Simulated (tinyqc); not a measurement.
UHF in the sto-3g basis, for OH+, spin multiplicity 3, step by step (part 1 of 2). Computed by tinyqc, a small Python program that keeps every step (integrals from PySCF). Settings: charge = 1, multiplicity = 3, basis = sto-3g, energy threshold = 1e-10, iteration cap = 68, orthogonalisation = symmetric, start = Wolfsberg-Helmholz matrix, DIIS depth = 4, damping = 0.7, method = UHF. Command: `OMP_NUM_THREADS=1 python tinyqc.py 31673 31674 out.jsonl` (the two numbers bound the seeds that draw the settings). One thread of a shared host (Intel(R) Xeon(R) Processor @ 2.60GHz), about 0.1 s of CPU time with the checks. Later iterations appear only in the table of the cycle.

## One-electron integrals

Geometry (angstrom):
```
atom         x         y         z
O     0.000000  0.000000  0.000000
H     0.000000  0.000000  1.606000
```

Basis sto-3g: exponents (1/bohr^2) and contraction coefficients of normalised primitives:
```
element  l (shell)    exponent  coefficient
O            s (1)  130.709320     0.154329
O            s (1)   23.808861     0.535328
O            s (1)    6.443608     0.444635
O            s (2)    5.033151    -0.099967
O            s (2)    1.169596     0.399513
O            s (2)    0.380389     0.700115
O            p (3)    5.033151     0.155916
O            p (3)    1.169596     0.607684
O            p (3)    0.380389     0.391957
H            s (1)    3.425251     0.154329
H            s (1)    0.623914     0.535328
H            s (1)    0.168855     0.444635
```

Overlap, kinetic and nuclear-attraction integrals over the contracted functions; the nuclear repulsion is the sum of Za Zb / Rab.

nuclear repulsion = 2.63600105 hartree

overlap S, lower triangle:
```
           1O 1s     1O 2s    1O 2px    1O 2py    1O 2pz     2H 1s
1O 1s   1.000000
1O 2s   0.236704  1.000000
1O 2px  0.000000  0.000000  1.000000
1O 2py  0.000000  0.000000  0.000000  1.000000
1O 2pz  0.000000  0.000000  0.000000  0.000000  1.000000
2H 1s   0.012192  0.163915  0.000000  0.000000  0.166819  1.000000
```

kinetic energy T (hartree), lower triangle:
```
            1O 1s      1O 2s    1O 2px    1O 2py    1O 2pz     2H 1s
1O 1s   29.003200
1O 2s   -0.168011   0.808128
1O 2px   0.000000   0.000000  2.528731
1O 2py   0.000000   0.000000  0.000000  2.528731
1O 2pz   0.000000   0.000000  0.000000  0.000000  2.528731
2H 1s   -0.003400  -0.013210  0.000000  0.000000  0.018584  0.760032
```

nuclear attraction V (hartree), lower triangle:
```
             1O 1s      1O 2s     1O 2px     1O 2py     1O 2pz      2H 1s
1O 1s   -60.947955
1O 2s    -7.261073  -9.381389
1O 2px    0.000000   0.000000  -9.298328
1O 2py    0.000000   0.000000   0.000000  -9.298328
1O 2pz   -0.005514  -0.069543   0.000000   0.000000  -9.330044
2H 1s    -0.382759  -1.040089   0.000000   0.000000  -0.900463  -3.855911
```

core Hamiltonian H = T + V (hartree), lower triangle:
```
             1O 1s      1O 2s     1O 2px     1O 2py     1O 2pz      2H 1s
1O 1s   -31.944755
1O 2s    -7.429084  -8.573262
1O 2px    0.000000   0.000000  -6.769597
1O 2py    0.000000   0.000000   0.000000  -6.769597
1O 2pz   -0.005514  -0.069543   0.000000   0.000000  -6.801313
2H 1s    -0.386159  -1.053298   0.000000   0.000000  -0.881879  -3.095879
```

## Two-electron integrals

Functions are numbered as in S; the eight-fold symmetry (ij|kl) = (ji|kl) = (kl|ij) leaves the list below.

Two-electron integrals (ij|kl) in chemists' order, unique and non-zero (hartree):
```
(11|11) 4.785065   (21|11) 0.741380   (21|21) 0.136873   (22|11) 1.118947
(22|21) 0.256633   (22|22) 0.817206   (31|31) 0.024477   (32|31) 0.037809
(32|32) 0.180518   (33|11) 1.115814   (33|21) 0.256684   (33|22) 0.817023
(33|33) 0.880159   (41|41) 0.024477   (42|41) 0.037809   (42|42) 0.180518
(43|43) 0.047444   (44|11) 1.115814   (44|21) 0.256684   (44|22) 0.817023
(44|33) 0.785270   (44|44) 0.880159   (51|51) 0.024477   (52|51) 0.037809
(52|52) 0.180518   (53|53) 0.047444   (54|54) 0.047444   (55|11) 1.115814
(55|21) 0.256684   (55|22) 0.817023   (55|33) 0.785270   (55|44) 0.785270
(55|55) 0.880159   (61|11) 0.038620   (61|21) 0.007076   (61|22) 0.013207
(61|33) 0.013188   (61|44) 0.013188   (61|51) 0.000296   (61|52) 0.000563
(61|55) 0.013248   (61|61) 0.000370   (62|11) 0.118042   (62|21) 0.027520
(62|22) 0.100441   (62|33) 0.098700   (62|44) 0.098700   (62|51) 0.002003
(62|52) 0.017103   (62|55) 0.103819   (62|61) 0.001450   (62|62) 0.017127
(63|31) 0.002562   (63|32) 0.016051   (63|53) 0.003346   (63|63) 0.002170
(64|41) 0.002562   (64|42) 0.016051   (64|54) 0.003346   (64|64) 0.002170
(65|11) 0.097420   (65|21) 0.022969   (65|22) 0.089685   (65|33) 0.086047
(65|44) 0.086047   (65|51) 0.003910   (65|52) 0.029478   (65|55) 0.096860
(65|61) 0.001246   (65|62) 0.018656   (65|65) 0.022280   (66|11) 0.328625
(66|21) 0.077764   (66|22) 0.326771   (66|33) 0.317596   (66|44) 0.317596
(66|51) 0.005386   (66|52) 0.065926   (66|55) 0.344938   (66|61) 0.004097
(66|62) 0.079296   (66|65) 0.099886   (66|66) 0.774606
```

## Orthogonalisation

S = U s U^T; symmetric (Loewdin) form X = U s^(-1/2) U^T, so that X^T S X = 1.

eigenvalues of S: 0.699167  0.865084  1.000000  1.000000  1.122726  1.313023

X, lower triangle:
```
            1O 1s      1O 2s    1O 2px    1O 2py     1O 2pz     2H 1s
1O 1s    1.022110
1O 2s   -0.124092   1.033003
1O 2px   0.000000   0.000000  1.000000
1O 2py   0.000000   0.000000  0.000000  1.000000
1O 2pz  -0.001384   0.010983  0.000000  0.000000   1.010876
2H 1s    0.009268  -0.086880  0.000000  0.000000  -0.086420  1.021567
```

## Starting guess

The start is the generalised Wolfsberg-Helmholz matrix (K = 1.75) built on H; D(s) = C_occ C_occ^T for each spin.

D(alpha) at the start, lower triangle:
```
            1O 1s      1O 2s    1O 2px    1O 2py    1O 2pz     2H 1s
1O 1s    1.055689
1O 2s   -0.235823   1.001216
1O 2px   0.000000   0.000000  1.000000
1O 2py   0.000000   0.000000  0.000000  1.000000
1O 2pz   0.011361  -0.042460  0.000000  0.000000  0.970224
2H 1s   -0.038534   0.123166  0.000000  0.000000  0.071288  0.021289
```

D(beta) at the start, lower triangle:
```
            1O 1s      1O 2s    1O 2px    1O 2py    1O 2pz     2H 1s
1O 1s    1.055689
1O 2s   -0.235823   1.001216
1O 2px   0.000000   0.000000  0.000000
1O 2py   0.000000   0.000000  0.000000  0.000000
1O 2pz   0.011361  -0.042460  0.000000  0.000000  0.970224
2H 1s   -0.038534   0.123166  0.000000  0.000000  0.071288  0.021289
```

## Iteration 1: building the Fock matrix

J_ij = sum D_kl (ij|kl) with D = D(alpha) + D(beta), K_ij = sum D_kl (ik|jl) for each spin; F = H + J - K(s); E = tr D H + tr D J / 2 - 0.5 sum_s tr D(s) K(s) + E_nn.

Coulomb J (hartree), lower triangle:
```
            1O 1s      1O 2s    1O 2px    1O 2py    1O 2pz     2H 1s
1O 1s   16.135139
1O 2s    2.983892   7.063210
1O 2px   0.000000   0.000000  7.023667
1O 2py   0.000000   0.000000  0.000000  7.023667
1O 2pz  -0.003024  -0.009389  0.000000  0.000000  7.119665
2H 1s    0.154500   0.837349  0.000000  0.000000  0.738434  2.668307
```

exchange K(alpha) (hartree), lower triangle:
```
           1O 1s      1O 2s    1O 2px    1O 2py    1O 2pz     2H 1s
1O 1s   4.910432
1O 2s   0.856170   1.403260
1O 2px  0.000000   0.000000  1.166661
1O 2py  0.000000   0.000000  0.000000  1.166661
1O 2pz  0.000833  -0.016920  0.000000  0.000000  1.158831
2H 1s   0.045425   0.201886  0.000000  0.000000  0.150502  0.091204
```

exchange K(beta) (hartree), lower triangle:
```
           1O 1s      1O 2s    1O 2px    1O 2py    1O 2pz     2H 1s
1O 1s   4.861477
1O 2s   0.780553   1.042223
1O 2px  0.000000   0.000000  0.239058
1O 2py  0.000000   0.000000  0.000000  0.239058
1O 2pz  0.000833  -0.016920  0.000000  0.000000  1.063942
2H 1s   0.040301   0.169784  0.000000  0.000000  0.143809  0.086864
```

F(alpha) (hartree), lower triangle:
```
             1O 1s      1O 2s     1O 2px     1O 2py     1O 2pz      2H 1s
1O 1s   -20.720048
1O 2s    -5.301363  -2.913311
1O 2px    0.000000   0.000000  -0.912591
1O 2py    0.000000   0.000000   0.000000  -0.912591
1O 2pz   -0.009371  -0.062012   0.000000   0.000000  -0.840478
2H 1s    -0.277084  -0.417836   0.000000   0.000000  -0.293946  -0.518777
```

F(beta) (hartree), lower triangle:
```
             1O 1s      1O 2s    1O 2px    1O 2py     1O 2pz      2H 1s
1O 1s   -20.671093
1O 2s    -5.225745  -2.552274
1O 2px    0.000000   0.000000  0.015012
1O 2py    0.000000   0.000000  0.000000  0.015012
1O 2pz   -0.009371  -0.062012  0.000000  0.000000  -0.745589
2H 1s    -0.271961  -0.385733  0.000000  0.000000  -0.287254  -0.514437
```

total energy of this density = -73.86034351 hartree

This density is the starting one.

## Iteration 1: diagonalisation and new density

Diagonalise F' = X^T F X, C = X C', fill 5 alpha and 3 beta electrons from the bottom; D(s) = C_occ C_occ^T; the new density keeps 0.7 of the old one (damping). Each column has its largest component positive (the first on a tie).

F' = X^T F X (alpha) (hartree), lower triangle:
```
            1          2          3          4          5          6
1  -20.350792
2   -2.660692  -2.004520
3    0.000000   0.000000  -0.912591
4    0.000000   0.000000   0.000000  -0.912591
5   -0.010279  -0.037829   0.000000   0.000000  -0.812230
6    0.008937  -0.184527   0.000000   0.000000  -0.186450  -0.442997
```

orbital energies (alpha) (hartree): MO1 -20.728898, MO2 -1.659296, MO3 -0.912591, MO4 -0.912591, MO5 -0.876407, MO6 -0.345939

coefficients C (alpha):
```
              MO1        MO2       MO3        MO4        MO5        MO6
1O 1s    0.994490  -0.261208  0.000000   0.000000   0.035358   0.041291
1O 2s    0.022414   1.010420  0.000000   0.000000  -0.154233  -0.211953
1O 2px   0.000000   0.000000  0.952726  -0.303832   0.000000   0.000000
1O 2py   0.000000   0.000000  0.303832   0.952726   0.000000   0.000000
1O 2pz   0.000896   0.075030  0.000000   0.000000   0.908511  -0.445465
2H 1s   -0.002247   0.071517  0.000000   0.000000   0.283422   0.986536
```

F' = X^T F X (beta) (hartree), lower triangle:
```
            1          2         3         4          5          6
1  -20.313248
2   -2.631989  -1.643512
3    0.000000   0.000000  0.015012
4    0.000000   0.000000  0.000000  0.015012
5   -0.010157  -0.036284  0.000000  0.000000  -0.716421
6    0.007784  -0.182330  0.000000  0.000000  -0.187900  -0.441935
```

orbital energies (beta) (hartree): MO1 -20.677227, MO2 -1.326271, MO3 -0.788156, MO4 -0.323462, MO5 0.015012, MO6 0.015012

coefficients C (beta):
```
              MO1        MO2        MO3        MO4       MO5        MO6
1O 1s    0.995482  -0.252491   0.055059   0.049277  0.000000   0.000000
1O 2s    0.018519   0.987185  -0.236052  -0.244056  0.000000   0.000000
1O 2px   0.000000   0.000000   0.000000   0.000000  0.000904   1.000000
1O 2py   0.000000   0.000000   0.000000   0.000000  1.000000  -0.000904
1O 2pz   0.000828   0.116651   0.875878  -0.498690  0.000000   0.000000
2H 1s   -0.001908   0.134628   0.329998   0.965233  0.000000   0.000000
```

D(alpha) after iteration 1, lower triangle:
```
            1O 1s      1O 2s    1O 2px    1O 2py    1O 2pz     2H 1s
1O 1s    1.056529
1O 2s   -0.239204   1.014423
1O 2px   0.000000   0.000000  1.000000
1O 2py   0.000000   0.000000  0.000000  1.000000
1O 2pz   0.011977  -0.049009  0.000000  0.000000  0.928464
2H 1s   -0.030242   0.094766  0.000000  0.000000  0.128758  0.040537
```

D(beta) after iteration 1, lower triangle:
```
            1O 1s      1O 2s    1O 2px    1O 2py    1O 2pz     2H 1s
1O 1s    1.056312
1O 2s   -0.238221   1.010031
1O 2px   0.000000   0.000000  0.000000
1O 2py   0.000000   0.000000  0.000000  0.000000
1O 2pz   0.013831  -0.057196  0.000000  0.000000  0.913388
2H 1s   -0.032290   0.102708  0.000000  0.000000  0.141324  0.053010
```

Within a degenerate level the vectors are fixed only up to a rotation; this is one choice.

## Iteration 2: building the Fock matrix

As before.

Coulomb J (hartree), lower triangle:
```
            1O 1s      1O 2s    1O 2px    1O 2py    1O 2pz     2H 1s
1O 1s   16.079382
1O 2s    2.971076   7.029418
1O 2px   0.000000   0.000000  6.991770
1O 2py   0.000000   0.000000  0.000000  6.991770
1O 2pz  -0.003398  -0.007618  0.000000  0.000000  7.082065
2H 1s    0.153833   0.835631  0.000000  0.000000  0.738492  2.695625
```

exchange K(alpha) (hartree), lower triangle:
```
           1O 1s      1O 2s    1O 2px    1O 2py    1O 2pz     2H 1s
1O 1s   4.910506
1O 2s   0.854414   1.401940
1O 2px  0.000000   0.000000  1.166386
1O 2py  0.000000   0.000000  0.000000  1.166386
1O 2pz  0.000759  -0.018077  0.000000  0.000000  1.134177
2H 1s   0.046069   0.198443  0.000000  0.000000  0.166491  0.112202
```

exchange K(beta) (hartree), lower triangle:
```
           1O 1s      1O 2s    1O 2px    1O 2py    1O 2pz     2H 1s
1O 1s   4.860965
1O 2s   0.778290   1.037194
1O 2px  0.000000   0.000000  0.237699
1O 2py  0.000000   0.000000  0.000000  0.237699
1O 2pz  0.000680  -0.022994  0.000000  0.000000  1.028459
2H 1s   0.040947   0.169283  0.000000  0.000000  0.163725  0.120568
```

F(alpha) (hartree), lower triangle:
```
             1O 1s      1O 2s     1O 2px     1O 2py     1O 2pz      2H 1s
1O 1s   -20.775879
1O 2s    -5.312423  -2.945784
1O 2px    0.000000   0.000000  -0.944213
1O 2py    0.000000   0.000000   0.000000  -0.944213
1O 2pz   -0.009671  -0.059083   0.000000   0.000000  -0.853424
2H 1s    -0.278396  -0.416110   0.000000   0.000000  -0.309879  -0.512456
```

F(beta) (hartree), lower triangle:
```
             1O 1s      1O 2s     1O 2px     1O 2py     1O 2pz      2H 1s
1O 1s   -20.726339
1O 2s    -5.236299  -2.581038
1O 2px    0.000000   0.000000  -0.015526
1O 2py    0.000000   0.000000   0.000000  -0.015526
1O 2pz   -0.009592  -0.054167   0.000000   0.000000  -0.747706
2H 1s    -0.273273  -0.386950   0.000000   0.000000  -0.307112  -0.520822
```

total energy of this density = -73.88196587 hartree

This density is a damped mixture and is not idempotent.

## Iteration 2: DIIS over 2 matrices

error matrix X^T (FDS - SDF) X (alpha):
```
           1          2         3         4          5          6
1   0.000000  -0.012142  0.000000  0.000000  -0.013701   0.067448
2   0.012142   0.000000  0.000000  0.000000   0.026751  -0.058155
3   0.000000   0.000000  0.000000  0.000000   0.000000   0.000000
4   0.000000   0.000000  0.000000  0.000000   0.000000   0.000000
5   0.013701  -0.026751  0.000000  0.000000   0.000000   0.081453
6  -0.067448   0.058155  0.000000  0.000000  -0.081453   0.000000
```

B (overlaps of the stored error matrices):
```
               1              2
1  9.9669679e-02  7.9477756e-02
2  7.9477756e-02  6.3785755e-02
```

Minimise |sum c_i e_i|^2 with sum c_i = 1: solve [B -1; -1 0][c; lambda] = [0; -1] with B_ij = tr e_i^T e_j summed over both spins, and take F = sum c_i F_i.

DIIS coefficients: -3.487172  4.487172

extrapolated F(alpha) (hartree), lower triangle:
```
             1O 1s      1O 2s     1O 2px     1O 2py     1O 2pz      2H 1s
1O 1s   -20.970573
1O 2s    -5.350990  -3.059024
1O 2px    0.000000   0.000000  -1.054484
1O 2py    0.000000   0.000000   0.000000  -1.054484
1O 2pz   -0.010718  -0.048871   0.000000   0.000000  -0.898568
2H 1s    -0.282970  -0.410090   0.000000   0.000000  -0.365438  -0.490413
```

extrapolated F(beta) (hartree), lower triangle:
```
             1O 1s      1O 2s     1O 2px     1O 2py     1O 2pz      2H 1s
1O 1s   -20.918991
1O 2s    -5.273099  -2.681340
1O 2px    0.000000   0.000000  -0.122018
1O 2py    0.000000   0.000000   0.000000  -0.122018
1O 2pz   -0.010364  -0.026809   0.000000   0.000000  -0.755089
2H 1s    -0.277851  -0.391194   0.000000   0.000000  -0.376362  -0.543087
```

## Iteration 2: diagonalisation and new density

As before.

F' = X^T F X (alpha) (hartree), lower triangle:
```
            1          2          3          4          5          6
1  -20.602290
2   -2.662804  -2.152015
3    0.000000   0.000000  -1.054484
4    0.000000   0.000000   0.000000  -1.054484
5   -0.013349  -0.020342   0.000000   0.000000  -0.858625
6    0.003004  -0.168190   0.000000   0.000000  -0.259131  -0.403535
```

orbital energies (alpha) (hartree): MO1 -20.978941, MO2 -1.798111, MO3 -1.054484, MO4 -1.054484, MO5 -0.967196, MO6 -0.272218

coefficients C (alpha):
```
              MO1        MO2       MO3        MO4        MO5        MO6
1O 1s    0.994664  -0.262459  0.000000   0.000000   0.028188   0.034047
1O 2s    0.021726   1.019390  0.000000   0.000000  -0.129352  -0.183853
1O 2px   0.000000   0.000000  0.213105   0.977029   0.000000   0.000000
1O 2py   0.000000   0.000000  0.977029  -0.213105   0.000000   0.000000
1O 2pz   0.000901   0.055188  0.000000   0.000000   0.890049  -0.483971
2H 1s   -0.002029   0.040292  0.000000   0.000000   0.328780   0.974155
```

F' = X^T F X (beta) (hartree), lower triangle:
```
            1          2          3          4          5          6
1  -20.562288
2   -2.634416  -1.771307
3    0.000000   0.000000  -0.122018
4    0.000000   0.000000   0.000000  -0.122018
5   -0.015960   0.007248   0.000000   0.000000  -0.709995
6    0.003243  -0.178781   0.000000   0.000000  -0.280334  -0.455702
```

orbital energies (beta) (hartree): MO1 -20.924668, MO2 -1.443451, MO3 -0.876991, MO4 -0.254181, MO5 -0.122018, MO6 -0.122018

coefficients C (beta):
```
              MO1        MO2        MO3        MO4        MO5       MO6
1O 1s    0.995673  -0.255298   0.042335   0.043137   0.000000  0.000000
1O 2s    0.017750   1.002486  -0.193043  -0.218181   0.000000  0.000000
1O 2px   0.000000   0.000000   0.000000   0.000000  -0.282163  0.959366
1O 2py   0.000000   0.000000   0.000000   0.000000   0.959366  0.282163
1O 2pz   0.000791   0.056232   0.815437  -0.601134   0.000000  0.000000
2H 1s   -0.001656   0.106797   0.452661   0.917819   0.000000  0.000000
```

D(alpha) after iteration 2, lower triangle:
```
            1O 1s      1O 2s    1O 2px    1O 2py    1O 2pz     2H 1s
1O 1s    1.057281
1O 2s   -0.242318   1.027004
1O 2px   0.000000   0.000000  1.000000
1O 2py   0.000000   0.000000  0.000000  1.000000
1O 2pz   0.011834  -0.051962  0.000000  0.000000  0.888495
2H 1s   -0.022167   0.065887  0.000000  0.000000  0.178586  0.061293
```

D(beta) after iteration 2, lower triangle:
```
            1O 1s      1O 2s    1O 2px    1O 2py    1O 2pz     2H 1s
1O 1s    1.056919
1O 2s   -0.240685   1.019789
1O 2px   0.000000   0.000000  0.000000
1O 2py   0.000000   0.000000  0.000000  0.000000
1O 2pz   0.015968  -0.070346  0.000000  0.000000  0.839802
2H 1s   -0.025529   0.077790  0.000000  0.000000  0.211463  0.102000
```

Within a degenerate level the vectors are fixed only up to a rotation; this is one choice.

## Iteration 3: building the Fock matrix

As before.

Coulomb J (hartree), lower triangle:
```
            1O 1s      1O 2s    1O 2px    1O 2py    1O 2pz     2H 1s
1O 1s   16.010644
1O 2s    2.955326   6.987449
1O 2px   0.000000   0.000000  6.952072
1O 2py   0.000000   0.000000  0.000000  6.952072
1O 2pz  -0.003411  -0.003433  0.000000  0.000000  7.035545
2H 1s    0.153020   0.833604  0.000000  0.000000  0.738781  2.730815
```

exchange K(alpha) (hartree), lower triangle:
```
           1O 1s      1O 2s    1O 2px    1O 2py    1O 2pz     2H 1s
1O 1s   4.910483
1O 2s   0.852771   1.400214
1O 2px  0.000000   0.000000  1.166037
1O 2py  0.000000   0.000000  0.000000  1.166037
1O 2pz  0.000717  -0.016918  0.000000  0.000000  1.109527
2H 1s   0.046595   0.194656  0.000000  0.000000  0.180413  0.132925
```

exchange K(beta) (hartree), lower triangle:
```
           1O 1s      1O 2s    1O 2px    1O 2py    1O 2pz     2H 1s
1O 1s   4.859979
1O 2s   0.775451   1.029309
1O 2px  0.000000   0.000000  0.235608
1O 2py  0.000000   0.000000  0.000000  0.235608
1O 2pz  0.000583  -0.027711  0.000000  0.000000  0.978544
2H 1s   0.041440   0.168428  0.000000  0.000000  0.183629  0.166666
```

F(alpha) (hartree), lower triangle:
```
             1O 1s      1O 2s     1O 2px     1O 2py     1O 2pz      2H 1s
1O 1s   -20.844594
1O 2s    -5.326529  -2.986027
1O 2px    0.000000   0.000000  -0.983562
1O 2py    0.000000   0.000000   0.000000  -0.983562
1O 2pz   -0.009642  -0.056058   0.000000   0.000000  -0.875296
2H 1s    -0.279735  -0.414351   0.000000   0.000000  -0.323511  -0.497990
```

F(beta) (hartree), lower triangle:
```
             1O 1s      1O 2s     1O 2px     1O 2py     1O 2pz      2H 1s
1O 1s   -20.794091
1O 2s    -5.249210  -2.615121
1O 2px    0.000000   0.000000  -0.053133
1O 2py    0.000000   0.000000   0.000000  -0.053133
1O 2pz   -0.009508  -0.045265   0.000000   0.000000  -0.744312
2H 1s    -0.274580  -0.388123   0.000000   0.000000  -0.326727  -0.531731
```

total energy of this density = -73.90006772 hartree

This density is a damped mixture and is not idempotent.
